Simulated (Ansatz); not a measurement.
Si–CH2⁺, quartet: reading a ladder of total energies

Geometry: that of the Si–CH2, triplet, kept fixed. The doublet lies 2.1 eV lower here.

```xyz
4

Si    0.0000    0.0000    0.6502
C     0.0000    0.0000   -1.2146
H     0.0000   -0.9068   -1.8218
H     0.0000    0.9068   -1.8218
```

Basis 6-31G; Ansatz 0.2.0. Only valence electrons are correlated (noble-gas cores frozen), which leaves 9 electrons in 20 orbitals. Prefix R: restricted or restricted open-shell reference; prefix U: unrestricted.

Full CI is exact within this basis and frozen core; it isn't the basis-set limit. The frozen core follows each run's orbitals, which can shift R against U totals by a few meV.

Runs differ by some tens of microhartree through their thresholds and, for an open shell, their frozen cores, so steps under 0.1 kcal/mol mean nothing.

| level | total energy (hartree) |
| --- | --- |
| UHF | -327.496291 |
| UMP2 | -327.587471 |
| UCCSD | -327.610953 |
| UCCSD(T) | -327.613478 |
| UCCSDT | -327.614065 |
| UCCSDT(Q) | -327.614307 |
| UCCSDTQ | -327.614308 |
| full CI | -327.614304 |

Question: What is the correlation energy at full CI, and what share of it do UMP2 and UCCSD recover?

Answer: E(corr) = -327.614304 − (-327.496291) = -0.118013 hartree = -3.211 eV. UMP2: -0.091180 / -0.118013 = 77.26 %. UCCSD: -0.114662 / -0.118013 = 97.16 %.

Question: By how many kcal/mol does UCCSD(T) miss full CI (1 hartree = 627.509 kcal/mol), and which steps make up the rest?

Answer: -327.613478 − (-327.614304) = 0.000826 hartree = 0.52 kcal/mol. Steps: UCCSDT − UCCSD(T) = -0.37, UCCSDT(Q) − UCCSDT = -0.15, UCCSDTQ − UCCSDT(Q) = 0.00, full CI − UCCSDTQ = 0.00 kcal/mol. That is within 1 kcal/mol of the reference in this basis, which itself misses far more of the correlation at the basis-set limit.
